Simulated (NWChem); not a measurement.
propyne (C$_{3}$H$_{4}$); SMILES CC#C

```xyz
7

C     -0.0003    -1.2328    -0.0018
C     -0.0015     0.2208     0.0000
C     -0.0025     1.4316    -0.0017
H     -0.7544    -1.6272    -0.7005
H     -0.2267    -1.6315     0.9992
H      0.9812    -1.6272    -0.3074
H     -0.0051     2.5056    -0.0054
```
Atoms are numbered in this order, from 1.

Computed with NWChem. Geometry: optimised at PBE0/def2-SVP. Solvent water, SMD (1 M gas to 1 M solution), gas-phase geometry.

**Question.** Predict the results for B3LYP/def2-TZVPP. Quantities: solvation free energy (kcal/mol); cavity-dispersion-structure term (kcal/mol); dipole in solution (D).

**Answer.** 
```json
{
 "solvation free energy (kcal/mol)": "-0.7",
 "cavity-dispersion-structure term (kcal/mol)": "3.8",
 "dipole in solution (D)": "1.20"
}
```
